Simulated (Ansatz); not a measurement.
A run of Ansatz (development build ahead of 0.2.0) on doublet MgH at this shape:

```yaml
atoms:
  - { symbol: Mg, position_ang: [0.0000, 0.0000, -0.9426] }
  - { symbol: H, position_ang: [0.0000, 0.0000, 0.9426] }
```

Its results:

```yaml
Converged: yes
Reference_energy: -200.07374 hartree
Correlation_energy: -0.04098 hartree
Total_energy: -200.11472 hartree
Stability_test: minimum
```

**Question.** Which input gives this output? Name the method, the orbitals and the basis set, and write the input.

**Answer.** UHF-CCSD(T) in def2-SVP.

```yaml
crystal:
  periodic: [false, false, false]
  atoms:
    - { symbol: Mg, position_ang: [0.0, 0.0, -0.9426] }
    - { symbol: H, position_ang: [0.0, 0.0, 0.9426] }
basis:
  gaussian: { orbitals: def2-SVP }
magnetization:
  spin_polarized: true
  initial_magnetization: 1
hamiltonian:
  xc: hf
correlation:
  method: ccsd_t
  frozen_orbitals: { H: 0, Mg: 1 }
```
